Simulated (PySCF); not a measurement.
H2NO: g tensor and hyperfine couplings

Species: H2NO (doublet state).
Atom-mapped SMILES: `[NH2:1][O:2]` (hydrogens: H3, H4 on N1)

Theory: PySCF 2.14.0, UKS B3LYP, IGLO-III on N O, pcH-1 on H, non-relativistic, mean-field spin-orbit, GIAO. Geometry: PBE0-D3(BJ)/def2-SVP; no solvent, vibrations or thermal averaging.

```
g1, g2, g3                      : 2.00199, 2.00608, 2.01095
g_iso                           : 2.00634
Form of g                       : rhombic: the two nearest values differ by 46 % of g3 − g1
⟨S²⟩                            : 0.7543 (exact 0.7500)
α and β electrons               : 9, 8
HOMO–LUMO gap, α and β orbitals : 6.55, 5.53 eV
Basis functions                 : 90
```

Isotropic coupling and dipolar principal values T1 to T3, in MHz; ρ(0) is the spin density at the nucleus:

| atom | isotope | a_iso | T1 | T2 | T3 | Mulliken spin population | ρ(0) (bohr⁻³) |
| --- | --- | --- | --- | --- | --- | --- | --- |
| N1 | 14N | 20.2 | -23.1 | -21.9 | 45.0 | 0.45 | 0.0627 |
| O2 | 17O | -47.8 | -197.8 | 96.3 | 101.5 | 0.60 | 0.0788 |
| H3 | 1H | -35.1 | -27.9 | -6.9 | 34.8 | -0.02 | -0.0078 |
| H4 | 1H | -35.0 | -27.9 | -6.9 | 34.8 | -0.02 | -0.0078 |

The Mulliken spin populations are largest on O2 (+0.60) and N1 (+0.45).

The SMILES `N[O]` draws the unpaired electron on O2, whose computed spin population is only +0.60.

Axes: g1 is normal to the molecular plane and g3 points within 2° of the N1–O2 bond.

Under fast tumbling the dipolar parts average out, and these isotropic splittings remain: 2 × 1H (H3/H4, I = 1/2, 3 lines) with 1.25 mT and 1 × 14N (N1, I = 1, 3 lines) with 0.72 mT.

The 17O coupling of O2 (-47.8 MHz) shows only in satellite lines or after enrichment, since that isotope makes up about 0.038 % of natural oxygen.

β density exceeds α density at some nuclei, such as H3/H4 (-0.0078), spin density in bohr⁻³. In a single determinant that takes different orbitals for the two spins, that is spin polarisation.
